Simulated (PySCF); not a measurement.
4-methyloxazole, C4H5NO.
SMILES with atom numbers: `[CH3:1][c:2]1[cH:3][o:4][cH:5][n:6]1`

Definitions: NICS(0) = −σiso at the ring centroid; NICS(1) = −σiso and NICS(1)zz = −σzz at ±1 Å along the ring normal z. Level: GIAO KT2/pcSseg-2 (PySCF, non-relativistic, gas phase) on the PBE0-D3(BJ)/def2-SVP geometry, one conformer.

Ring bond lengths (Å): C2–C3 1.364, C3–O4 1.357, O4–C5 1.340, C5–N6 1.290, N6–C2 1.384.

Problem. What do the NICS probes read (ppm)?

Solution. 
```
          ring                                                     type  NICS(0)  NICS(1), two faces  NICS(1)zz, two faces  rms pucker (Å)  centre to ring atoms, mean (Å)
C2–C3–O4–C5–N6  5-membered ring with N and O; formal bonds all aromatic    -11.4         -9.5 / -9.4         -28.1 / -28.1            0.00                            1.15
```

Problem. What do they say, and how far can they be read as aromaticity?

Solution. 
- C2–C3–O4–C5–N6: mean NICS(1)zz -28.1 ppm, shielded. For a flat ring without four-coordinate atoms the NICS criterion counts such a value as aromatic.

Problem. How equal are the bonds by HOMA? HOMA = 1 − mean of α(R − Ropt)² over the ring bonds, with Krygowski's 1993 parameters (CC: Ropt 1.388 Å, α 257.7 Å⁻²; CN: Ropt 1.334 Å, α 93.52 Å⁻²; CO: Ropt 1.265 Å, α 157.38 Å⁻²).

Solution. 
- C2–C3–O4–C5–N6: HOMA 0.45; the largest term is that of C3–O4, α(R − Ropt)² = 1.33.

Problem. How do the values depend on the level or the medium?

Solution. 
```csv
level,"NICS(0), C2–C3–O4–C5–N6","mean NICS(1)zz, C2–C3–O4–C5–N6"
"KT2/pcSseg-2, gas",-11.4,-28.1
"PBE0/pcSseg-1, gas",-11.8,-27.9
```

The geometry is the same throughout.
